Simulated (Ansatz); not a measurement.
A made-up structure of CH$_{4}$NSi (charge +1), singlet:

C1  (-1.317, -0.281, -0.496)
N2  (-0.170, -0.037, -0.064)
Si3  (1.306, 0.278, 0.492)
H4  (-1.458, -0.832, -1.429)
H5  (-2.204, 0.053, 0.049)
H6  (-0.653, -1.095, -0.358)
H7  (1.910, -0.712, 1.391)
(Å)

It is relaxed with PBE-D4/def2-SVP and then PBE0-D4/def2-TZVP (Ansatz 0.2.0). Atoms count as bonded within 1.22 times the sum of their covalent radii (H–H: 0.88 Å). The end point is not checked to be a true minimum.

Question: Does its bonding change? (Judge from chemistry; the calculation decides.)

Answer: By the calculation: Yes. Formed: none; broken: N2–H6.

Where it ends: The first stage lowers the energy by 2.75 eV in 13 steps. It ends as CH₄NSi ([CH3][N][SiH]), total charge +1:
```
7
angstrom
C -1.3335 -0.5326 -0.4981
N -0.0655 -0.3931 0.1037
Si 1.2747 0.1362 0.6004
H -1.2717 -0.3855 -1.5784
H -2.0516 0.1656 -0.0630
H -1.6803 -1.5552 -0.3047
H 2.5422 -0.0613 1.3248
```

Labels in which every atom is bracketed show which atoms are joined, not bond orders.

For scale, one of the runs: PBE0-D4/def2-TZVP relaxation, 123 basis functions, launched by `ansatz run in.yaml --threads 2 --pin off --events-out ev --progress --plain --max-ram 4352MiB`. Hardware: 2 CPU threads of an Arm Neoverse V2, shared host. Wall time about 16 s.
